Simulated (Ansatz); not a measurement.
Reaction (SMILES): [SiH3] (SiH3) → [SiH3-] (an electron is taken up)
B3LYP-D3(BJ)/def2-TZVP geometries, fixed; electronic energies without zero-point terms; positive where energy is released.
Largest species:
```xyz
4

Si    -0.0021     0.0010     0.0803
H      0.0008     1.4066    -0.3921
H      1.2360    -0.7020    -0.3341
H     -1.2075    -0.7183    -0.3975
```
Charge 0, spin multiplicity 2.

Basis-set convergence of the adiabatic electron affinity at HF with Ansatz (a program for electronic structure). Cartesian d functions, on some or all atoms, in 6-311G**; all else is spherical. Open shells are unrestricted. No added dispersion term, no relativity. Functions are those of the species that has most. Reference: the value in aug-pcseg-3, 0.139 eV, itself unsure by roughly 0.008 eV (its mean distance from aug-cc-pV(Q+d)Z, def2-QZVPPD). Deviations are taken from unrounded values.

```json
[
 {"basis": "STO-3G", "functions": "12", "adiabatic electron affinity (eV)": "-4.719", "minus reference (eV)": "-4.858"},
 {"basis": "6-31G", "functions": "19", "adiabatic electron affinity (eV)": "0.183", "minus reference (eV)": "0.043"},
 {"basis": "def2-SV(P)", "functions": "24", "adiabatic electron affinity (eV)": "0.018", "minus reference (eV)": "-0.121"},
 {"basis": "6-311G**", "functions": "45", "adiabatic electron affinity (eV)": "0.117", "minus reference (eV)": "-0.022"},
 {"basis": "def2-SVPD", "functions": "48", "adiabatic electron affinity (eV)": "0.014", "minus reference (eV)": "-0.126"},
 {"basis": "aug-pcseg-1", "functions": "54", "adiabatic electron affinity (eV)": "0.191", "minus reference (eV)": "0.052"},
 {"basis": "6-311++G(2d,2p)", "functions": "65", "adiabatic electron affinity (eV)": "0.144", "minus reference (eV)": "0.005"},
 {"basis": "pcseg-2", "functions": "76", "adiabatic electron affinity (eV)": "0.129", "minus reference (eV)": "-0.011"},
 {"basis": "def2-TZVPPD", "functions": "99", "adiabatic electron affinity (eV)": "0.094", "minus reference (eV)": "-0.045"}
]
```

The smallest set listed that lies within 0.1 eV of the reference with all its larger relatives (same family, alike in diffuse functions; a set with none counts only in the reference's own line) is aug-pcseg-1 (54 functions, 0.052 eV off). Inside the window by cancellation, since a larger relative falls out: 6-31G. Inside, with no larger relative to test it: 6-311G**. (Relatives not listed, tested too: 6-31G* -0.142, 6-31G** -0.166, 6-311++G(3df,3pd) 0.002, aug-pcseg-2 0.014, pcseg-3 -0.007, def2-QZVPPD -0.015, aug-pcseg-3 0.000 eV.)
